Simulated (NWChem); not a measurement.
Species: CH$_{3}$ cation

```xyz
4

C      0.0000     0.0000     0.0000
H      0.7807     0.7807     0.0000
H      0.2858    -1.0664     0.0000
H     -1.0664     0.2858     0.0000
```
Atoms are numbered in this order, from 1.

Results from NWChem. Pople sets run with spherical d functions. All runs use the structure optimised with PBE0/def2-SVP. Core excitations by TDA in a window of 1s orbitals, non-relativistic and unshifted: absolute energies depend strongly on the exact-exchange share.

For level C K edge, BHandHLYP/6-311G**:

```
Quantity                                   Value
----------------------------------------  ------
first 1s excitation (eV)                   279.3
dipole oscillator strength of the first   0.1058
first state with f > 0.002 (eV)            279.3
dipole oscillator strength of that state  0.1058
```

**Question.** Estimate the same quantities for level C K edge, PBE0/def2-TZVP.

**Answer.** 
- first 1s excitation (eV) = 273.3
- dipole oscillator strength of the first = 0.0905
- first state with f > 0.002 (eV) = 273.3
- dipole oscillator strength of that state = 0.0905
